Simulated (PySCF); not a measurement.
## Static response to an electric field

Species: SiO.
Cartesian coordinates in Å at the PBE0-D3(BJ)/def2-SVP level; atoms count from 1:
```xyz
2
SiO angstrom
O      0.764   -0.007   -0.004
Si    -0.759    0.009   -0.024
```

Level: B3LYP/def2-SVPD (PySCF), static field, nuclei fixed, core orbitals frozen in the response. The polarisability tensor in these axes (au):

```
x   33.77 -0.07  0.09
y   -0.07 27.20  0.00
z    0.09  0.00 27.20
```

Question: What are the eigenvalues, a third of the trace, and Δα (Δα² = ½Σ(αi − αj)² over the three pairs)?

Answer: Principal values 27.20, 27.20 and 33.77 au; mean 29.39 au = 4.35 Å³ = 4.85 × 10⁻⁴⁰ C²·m²/J; Δα = 6.58 au (22 % of the mean).

Question: What is the dipole moment, and where does it point?

Answer: (-3.24, 0.03, -0.04) D, 3.24 D in size, pointing from the negative to the positive side. Measured along this direction, the outermost atoms are O1 at the negative end and Si2 at the positive end.

Question: What molar refraction does this α imply?

Answer: Lorentz–Lorenz: R = (4π/3)N_A α = 2.5225 cm³/(mol·Å³) × 4.35 Å³ = 11.0 cm³/mol, in the limit of long wavelengths.

Question: Give the eigenvalues of the traceless quadrupole moment Θ = ½Σq(3rr − r²1), origin at the centre of nuclear charge.

Answer: -4.05, 2.02, 2.02 D·Å. The values depend on the origin, since the dipole doesn't vanish. The electronic extent ⟨r²⟩ about the same centre is 82 bohr², a root-mean-square distance of 1.02 Å for the 22 electrons.

Question: In TDDFT the mean static polarisability is Σ f/ω² over all singlet excitations (ω in hartree). How much of it do the 10 lowest give? Their energies (eV) and oscillator strengths: 5.34, 0.0000; 5.48, 0.0566; 5.48, 0.0566; 5.58, 0.0000; 5.58, 0.0000; 7.38, 0.0161; 8.48, 0.0200; 8.48, 0.0200; 8.76, 0.0184; 9.03, 0.8657.

Answer: They add up to 11.45 au, 39.0 % of the 29.39 au; the largest single term is 7.86 au, from the state at 9.03 eV. Terms in order: 0.00, 1.39, 1.39, 0.00, 0.00, 0.22, 0.21, 0.21, 0.18, 7.86 au. Higher excitations give the rest. The strengths listed sum to 1.053.

Geometry: PBE0-D3(BJ)/def2-SVP; no solvent, vibrations or thermal averaging.
